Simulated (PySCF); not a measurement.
ethylamine (C2H7N), SMILES NCC. Atoms are numbered in the order given.

```xyz
10

C      1.1819     0.4546     0.0168
C      0.0501    -0.5541    -0.1032
N     -1.2471     0.1186    -0.0016
H      2.1528    -0.0324    -0.0916
H      1.0887     1.2263    -0.7486
H      1.1641     0.9454     0.9938
H      0.1911    -1.3471     0.6466
H      0.0954    -1.0374    -1.0826
H     -2.0074    -0.5444    -0.0960
H     -1.3471     0.5561     0.9080
```

Coordinates come from a B3LYP-D3(BJ)/def2-TZVP optimisation. Other conformers were not sampled.

These are HF/pcSseg-1 run with PySCF values and carry that method's errors.

GIAO shieldings, no solvent; atoms listed in one row are averaged. δ = σ(ref) − σ: ¹³C against TMS (σ = 192.6 ppm); ¹⁵N against NH3 (σ = 267.3 ppm); ¹H against TMS (σ = 31.99 ppm), references at their B3LYP-D3(BJ)/def2-TZVP geometries, non-relativistic.

Computed chemical shifts:
```
nucleus       atoms  count  δ (ppm)
-------  ----------  -----  -------
¹³C              C2      1     36.6
¹³C              C1      1     19.3
¹⁵N              N3      1     30.5
¹H               H7      1     2.51
¹H               H8      1     2.38
¹H       H4, H5, H6      3     1.17
¹H               H9      1     0.68
¹H              H10      1     0.12
```
